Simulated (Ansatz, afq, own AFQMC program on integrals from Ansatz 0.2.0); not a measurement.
**C$_{2}$H$_{6}$Sn, triplet: AFQMC among the cluster methods**

```xyz
9

C    -0.5717    1.6336   -0.9650
Sn    0.2387    0.4603    0.6276
C     0.2979   -1.6258    0.0143
H    -0.1074    1.6523   -1.9596
H    -1.4659    2.2562   -0.8527
H     1.8794    0.9694    0.9054
H     0.8655   -1.6981   -0.9262
H    -0.7209   -2.0025   -0.1490
H     0.7930   -2.2323    0.7851
```

Basis def2-TZVP with its core potentials. Noble-gas cores (and the filled d shells of Ga–Kr and In–Xe) are frozen. Ansatz 0.2.0 and our own AFQMC program on the same integrals; the CISD trial comes from CCSD amplitudes, and released means the phaseless constraint is let go. Error bars are statistical, one sigma. No spin–orbit coupling.

Determinant: UHF, the one that the program's search chose, which needn't be the lowest solution. The geometry is a PBE0/def2-SVP stationary point of this or a neighbouring charge and spin state.

No full CI on the walks' own integrals is used here. The released AFQMC energy serves as the reference, which it does only where one determinant dominates, the energy is flat over the last release times and near the phaseless one (40 meV or 2 meV an electron, half that with transition metals). On small molecules, where full CI could be run and the noise was under 10 meV, such values lay within 10 meV of it in 19 cases of 20, a flattering rate, since the rule was set on those same cases; what remains of the bias isn't in the error bar.

Cautions: no spin-orbit coupling; inner d shell frozen; the released value is read at 1.50 1/Eh with a noise of 14 meV, more than in the cases checked (meV from the phaseless value at times in 1/Eh: -4 ± 8 at 0.24, -6 ± 9 at 0.51, -11 ± 8 at 0.99, -1 ± 14 at 1.50).

The T1 diagnostic is 0.0132, the weight of the determinant in the CISD state is 0.829 and the ⟨S²⟩ of the determinant is 2.018. The size of the correlated space is 18 electrons in 137 orbitals.

Reference: AFQMC with the constraint released, correlation energy -12.614 ± 0.014 eV.

| level | E − E(reference) (mEh) | share of correlation (%) |
| --- | --- | --- |
| HF | 463.54 ± 0.53 | 0.00 |
| MP2 | 65.22 ± 0.53 | 85.93 |
| CCSD | 18.21 ± 0.53 | 96.07 |
| CCSD(T) | 2.24 ± 0.53 | 99.52 |
| ph-AFQMC/CISD | 0.04 ± 0.62 | 99.99 |

Released energies are given only where the last usable release times agree within the noise; a slower fall can still hide under it.
